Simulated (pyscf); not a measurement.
Structures and frequencies: ωB97X-D3(BJ)/def2-SVP in PySCF.

Q: Estimate by transition-state theory the rate constant of Cl–Cl (SMILES ClCl) + Cl–C•(Cl)–Cl (SMILES Cl[C](Cl)Cl) → Cl–C(Cl)(Cl)–Cl (SMILES ClC(Cl)(Cl)Cl) + Cl• (SMILES [Cl]) (doublet surface; Cl–Cl broken, C–Cl formed) at 1200 K, with ωB97M-D3(BJ)/def2-TZVP energies (ideal gas, 1 atm, RRHO with modes under 100 cm⁻¹ raised to 100, one conformer, R ln 2 for chiral ones without a mode under 150 cm⁻¹; no tunnelling).

A: The electronic barrier is 6.1 kcal/mol and the thermal terms add +37.8, so ΔG‡ = 43.9 kcal/mol. With k_BT/h = 2.50e+13 s⁻¹ and RT = 2.385 kcal/mol, and a volume of 1.64e-19 cm³ per molecule at 1 atm, k = 4.2e-14 cm³ molecule⁻¹ s⁻¹. Wigner's tunnelling factor for 434i cm⁻¹ would be 1.01. A shift of 1 kcal/mol in the barrier changes k by a factor 1.5. One saddle was located; it need not be the lowest between these sides. The angle at the transferred Cl is 172°.
